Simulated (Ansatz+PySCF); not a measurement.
## singlet C3H4: levels of theory in one basis

```xyz
7

C     0.0000    0.0000   -1.3381
C     0.0000    0.0000    0.2316
C     0.0000    0.0000    1.5393
H     0.0000   -1.1098   -1.7654
H    -0.9611    0.5549   -1.7654
H     0.9611    0.5549   -1.7654
H     0.0000    0.0000    2.6993
```

Basis set: def2-SVP (spherical functions). Left uncorrelated: 3 orbitals. Charge 0, multiplicity 1.

Computed with Ansatz (development build ahead of 0.2.0); each method stands on the lowest determinant of its kind that the runs found. NEVPT2 correlates all electrons. Active spaces start from the frontier orbitals, and the lowest solution found is given.

```tsv
method	E − E(RHF) (eV)	<S²> of the determinant
RHF	0.00	0.00
UHF	-0.09	0.40
RHF-MP2	-11.32	–
UHF-MP2	-10.51	0.40
RHF-CCSD	-12.07	–
CASSCF(4,4)	-2.13	–
SC-NEVPT2(4,4)	-11.40	–
```

(1) What does RHF-CCSD(T) give on the same scale?

(2) Is a single determinant a sound starting point here?

Results:

(1) -12.59 eV.

(2) Only with care. Unrestricted orbitals gain 0.09 eV and <S²> is 0.40 against 0.00 for a pure state, so spin symmetry breaks but gains little energy; restricted orbitals can still serve. The CASSCF(4,4) natural occupations are 1.92, 1.92, 0.08, 0.08.

Caution for UHF, UHF-MP2: the unrestricted determinant is spin contaminated. Caution for UHF-MP2: another reference gives a lower total.
